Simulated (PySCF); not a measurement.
Gas-phase reaction: 2 SiO(OH)2 + 2 Si = 4 SiH + 3 O2

Computed with PySCF and rigid-rotor harmonic-oscillator thermochemistry at 1 bar. † marks an energy on the PBE0/def2-TZVP geometry and frequencies. CCSD(T) freezes the core. Open shells (unrestricted): Si (multiplicity 3), SiH (multiplicity 2), O2 (multiplicity 3); the rest are closed-shell singlets. Spin-orbit splitting is ignored; it lowers the true energy and changes the entropy of Si, SiH. SiO(OH)2: computed as isolated molecules; such fragments, hydroxides, amides, oligomers or adducts are transient or little studied in the gas. CCSD(T) isn't extrapolated to the basis-set limit. Warning, large T1 diagnostic: SiH (CCSD(T)/def2-TZVPP†).

ωB97M-V/def2-TZVP† gives ΔH°(298 K) = 2115 kJ.

Problem. What do CCSD(T)/def2-SVP†, PBE0/def2-SVP†, CCSD(T)/def2-TZVPP† give?

Solution. CCSD(T)/def2-SVP†: 1886 kJ; PBE0/def2-SVP†: 1869 kJ; CCSD(T)/def2-TZVPP†: 2133 kJ. For scale, ΔH°(298 K) is 2115 kJ at this level, 2047 kJ at ωB97X-V/def2-TZVP†, and runs from 1722 to 2949 kJ over the 20 levels computed.
